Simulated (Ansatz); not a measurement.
Cost and result up the ladder for the cluster SiO₂ (3 atoms). Total charge 0; singlet. Geometry: PBE0-D4/def2-TZVP.

| atom | x (Å) | y (Å) | z (Å) |
| --- | --- | --- | --- |
| Si1 | 0.2921 | -0.6248 | 0.6907 |
| O2 | 0.5638 | 0.3131 | -0.6449 |
| O3 | -0.8559 | 0.3117 | -0.0458 |

Ansatz on 4 threads of AMD EPYC 7B13 on a shared host. Times are rough, and most runs start from the orbitals of an earlier one. No level here is sound enough to serve as a yardstick. Binding counts from free atoms at the same level (Si triplet, O triplet; other spins of the atoms weren't run), without zero-point energy or a counterpoise term.

Correlated methods freeze 7 core orbitals. The structure holds 1 bond(s) between oxygen atoms. Another isomer (singlet) lies 2.41 eV lower at PBE0-D4/def2-TZVP; other spin states weren't run for this one.

Run but left out: PBE-QIDH/def2-TZVP (restricted singlet, unstable in another Hartree–Fock run and untested here).

Correlated methods converge slowly with the basis.

```tsv
level	functions	binding energy per atom (eV)	remarks
PBE-D4/def2-TZVP (with forces)	99	3.68	restricted SCF unstable in HF
revPBE-D4/def2-TZVP	99	3.49	restricted SCF unstable in HF
PBE0-D4/def2-TZVP	99	3.32	restricted SCF unstable in HF
CCSD(T)/def2-TZVPP	104	3.25	large T1 (0.022), restricted SCF unstable
r2SCAN-D4/def2-TZVP	99	3.42	restricted SCF unstable in HF
```

Question: Estimate how long each takes.

Answer: PBE0-D4/def2-TZVP 0.35 s; revPBE-D4/def2-TZVP 0.35 s; PBE-D4/def2-TZVP (with forces) 0.4 s; r2SCAN-D4/def2-TZVP 0.65 s; CCSD(T)/def2-TZVPP 1.2 s. On shared hardware such times vary by a factor of up to 3.
